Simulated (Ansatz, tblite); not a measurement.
**BH2Me (CH5B): a ladder of methods and basis sets**

How do method and basis change the picture of BH2Me (CH5B) (singlet)?

The runs use Ansatz 0.2.0, Gaussian basis; as each input shows.

The runs, in order: GFN1-xTB, GFN2-xTB, PBE-D4/def2-TZVP, r2SCAN-D4/def2-TZVP, BHLYP-D4/def2-TZVP, ωB97X-V/def2-TZVP, B3LYP-D4/def2-TZVP, B97M-V/def2-TZVP, LC-ωPBE/def2-TZVP, r2SCAN0-D4/def2-TZVP, revPBE-D4/def2-TZVP, PBE-D4/def2-SVP, PBE0-D4/def2-SVP, HF/6-31G, B3LYP-D4/6-31G, PBE0-D4/def2-TZVPD, PBE-D4/def2-TZVPD, r2SCAN-D4/def2-TZVPD, CCSD(T)/def2-TZVPP, MP2/def2-TZVP, RPA/def2-TZVP, CCSD(T)/def2-TZVPD.

## (1) The geometry

The geometry is that of the singlet, from an earlier relaxation (r2SCAN-D4/def2-TZVP).

7 atoms, charge 0, spin multiplicity 1.

Bond lengths: B1–H2 1.198 Å, B1–H3 1.198 Å, B1–C4 1.547 Å, C4–H5 1.106 Å, C4–H6 1.091 Å, C4–H7 1.092 Å. Angles: H2–B1–H3 118.2°, H2–B1–C4 120.8°, H3–B1–C4 120.9°, B1–C4–H5 103.0°, B1–C4–H6 115.5°, B1–C4–H7 115.4°, H5–C4–H6 105.6°, H5–C4–H7 105.5°, H6–C4–H7 110.5°.

PBE0-D4/def2-TZVP was run before; its log isn't repeated, and its numbers join the tables.

## (2) GFN1-xTB

Tight binding, by tblite at 300 K electronic temperature and without a spin-polarisation term:

```python
tblite.interface.Calculator('GFN1-xTB', numbers, positions, charge=0, uhf=0).singlepoint()
```

Energy -168.0022 eV, HOMO -12.25 eV, LUMO -7.42 eV; 0.002 s.

## (3) GFN2-xTB

Tight binding, by tblite at 300 K electronic temperature and without a spin-polarisation term:

```python
tblite.interface.Calculator('GFN2-xTB', numbers, positions, charge=0, uhf=0).singlepoint()
```

Energy -160.5836 eV, HOMO -11.30 eV, LUMO -6.69 eV; 0.001 s.

## (4) PBE-D4/def2-TZVP

start.molden holds the orbitals of an earlier run on this state, given as this run's starting guess.

The input, in.yaml:

```yaml
crystal:
  periodic: [false, false, false]
  atoms:
    - {symbol: B, position_ang: [0.436416, 0.763522, 0.013520]}
    - {symbol: H, position_ang: [1.634268, 0.780066, 0.027272]}
    - {symbol: H, position_ang: [-0.142343, 1.804246, -0.117301]}
    - {symbol: C, position_ang: [-0.337797, -0.574909, 0.072576]}
    - {symbol: H, position_ang: [-0.403681, -0.871095, -0.990504]}
    - {symbol: H, position_ang: [-1.369160, -0.506910, 0.423138]}
    - {symbol: H, position_ang: [0.182296, -1.394920, 0.571288]}
basis:
  gaussian: {orbitals: def2-TZVP, initial_orbitals: start.molden}
hamiltonian: {xc: pbe, dispersion: d4}
scf: {omitted_lower_state_checks: [starts]}
output: {orbitals: {seedname: orbitals}}
```

Launch:

```
$ ansatz run in.yaml --threads 4 --pin off --events-out ev --progress --plain --max-ram 3916MiB
```

The runs that follow: r2SCAN-D4/def2-TZVP; BHLYP-D4/def2-TZVP; ωB97X-V/def2-TZVP; B3LYP-D4/def2-TZVP; B97M-V/def2-TZVP; LC-ωPBE/def2-TZVP; r2SCAN0-D4/def2-TZVP; revPBE-D4/def2-TZVP; PBE-D4/def2-SVP; PBE0-D4/def2-SVP; HF/6-31G; B3LYP-D4/6-31G; PBE0-D4/def2-TZVPD; PBE-D4/def2-TZVPD; r2SCAN-D4/def2-TZVPD; CCSD(T)/def2-TZVPP; MP2/def2-TZVP; RPA/def2-TZVP; CCSD(T)/def2-TZVPD.

Before running them: what should the planned runs give, taken together? Wanted: gap in def2-TZVP, named functionals, smallest and largest; correlation energy, CCSD(T)/def2-TZVPP; correlation energy, MP2/def2-TZVP; correlation energy, CCSD(T)/def2-TZVPD; binding an atom, CCSD(T)/def2-TZVPP; PBE0 total energy, smallest basis above largest.

**Answer**, as computed:

| quantity | value |
| --- | --- |
| gap in def2-TZVP, named functionals, smallest and largest | 5.33 eV (PBE-D4), 12.99 eV (LC-ωPBE) |
| correlation energy, CCSD(T)/def2-TZVPP | -8.98 eV |
| correlation energy, MP2/def2-TZVP | -7.48 eV |
| correlation energy, CCSD(T)/def2-TZVPD | -8.72 eV |
| binding an atom, CCSD(T)/def2-TZVPP | 3.575 eV |
| PBE0 total energy, smallest basis above largest | 1.96 eV (def2-SVP, def2-TZVPD) |

**Reading.** Over the named functionals in def2-TZVP the gap runs from 5.33 eV (PBE-D4) to 12.99 eV (LC-ωPBE); exact exchange widens it. A small miss in a minimal or small basis is a cancelling of errors, not accuracy. The functionals in def2-TZVP miss CCSD(T)/def2-TZVPP by +0.034 (revPBE-D4) to +0.096 eV (PBE-D4) an atom. The reference is CCSD(T) in one finite basis, so it carries an error of its own, often a tenth of an eV or more, and near misses can't be ranked.
